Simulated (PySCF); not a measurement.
Reproducing measurements on sulfuryl chloride

**Measured values to compare with.**

From NIST CCCBDB Release 22 (SRD 101), experimental dipoles, for the gas: dipole moment (dielectric constant against temperature) 1.81 D.

The results are set against them at the end.

Sulfuryl chloride, Cl2O2S.
Numbering: `[O:1]=[S:2](=[O:3])([Cl:4])[Cl:5]`

Structure used (PBE0-D3(BJ)/def2-SVP), in Å, numbered top down from 1:
```xyz
5
Cl2O2S angstrom
O      1.1619   -0.1148   -1.1211
S      0.2848   -0.0812    0.0155
O      0.6710   -0.5201    1.3267
Cl    -0.4551    1.8259    0.1862
Cl    -1.4446   -1.0669   -0.4917
```

Runs made with PySCF (gas phase, on this PBE0-D3(BJ)/def2-SVP geometry; no spin–orbit coupling):

```tsv
level	job	basis functions	wall time
PBE0-D3(BJ)/def2-SVP, grid level 1	geometry optimisation from a GFN2-xTB start shaken at random	82	15 s
CAM-B3LYP/def2-SVPD	6 singlets by full TDDFT, polarisability, dynamic polarisability, density and orbital grids written	127	13 s
BHandHLYP/aug-pcX-1 (pcseg-1 on H, def2-SVPD on Cl, def2-SVPD on S)	K-edge TDA, 12 lines	147	4.6 s
```

Hardware: one thread, Arm Neoverse V1 (aarch64), shared host.

## Comparison

**Dipole moment.** Measured: 1.81 D (NIST CCCBDB Release 22 (SRD 101), experimental dipoles).

| level | computed (D) | computed − measured (D) | % (from the printed values) |
| --- | --- | --- | --- |
| PBE0-D3(BJ)/def2-SVP | 1.49 | -0.32 | -18 |
| CAM-B3LYP/def2-SVPD | 1.78 | -0.03 | -2 |
| BHandHLYP/aug-pcX-1 (def2-SVPD on Cl, def2-SVPD on S) | 1.84 | +0.03 | +2 |

The computed dipoles belong to one fixed geometry; measured ones are averaged over vibrations unless marked μe. Magnitudes are compared, not signs.

No measured geometry was used, and the causes of the misses weren't examined.
